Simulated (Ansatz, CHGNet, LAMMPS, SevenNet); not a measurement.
**2H MoS₂: properties by level of theory**

Reference values: lattice constant a 3.16 Å (measured, 300 K, no zero-point or thermal correction; as tabulated in arXiv:1605.07067); lattice parameter c 12.294 Å (measured, 300 K, not corrected to a static lattice; as tabulated in arXiv:1605.07067).

```json
[
 {"level (code)": "REBO MoS.rebomos (LAMMPS)", "equilibrium lattice constant a (Å)": "3.166", "c axis length (Å)": "12.173"},
 {"level (code)": "CHGNet-r²SCAN (CHGNet)", "equilibrium lattice constant a (Å)": "3.185", "c axis length (Å)": "13.075"},
 {"level (code)": "SevenNet-0 (SevenNet)", "equilibrium lattice constant a (Å)": "3.190", "c axis length (Å)": "14.267"},
 {"level (code)": "r²SCAN+rVV10 (Ansatz)", "equilibrium lattice constant a (Å)": "3.173", "c axis length (Å)": "12.438"}
]
```

Differences from the reference values (errors of the level alone only where the reference is corrected to a static lattice):

```tsv
level	lattice constant a (%)	lattice parameter c (%)
REBO MoS.rebomos	+0.19	-0.98
CHGNet-r²SCAN	+0.79	+6.35
SevenNet-0	+0.95	+16.0
r²SCAN+rVV10	+0.41	+1.17
```

Nearest: lattice constant a, not ranked (reference at room or unstated temperature); lattice parameter c, not ranked (reference at room or unstated temperature). Empirical potentials aren't ranked on values they can be fitted to.

Empirical potentials (REBO MoS.rebomos) are fitted to chosen data, which need not cover the solid at hand: agreement can be built in, and what lay outside the fit can be far off. Machine-learned potentials (CHGNet-r²SCAN, SevenNet-0) are trained on DFT data, which may include these solids.

Ansatz's density-functional and Hartree–Fock values are scalar-relativistic unless marked +SOC, with PAW data made under PBE.

Differences are worked out from the printed values.

Computed values are for the static lattice.

Ansatz is a first-principles code.
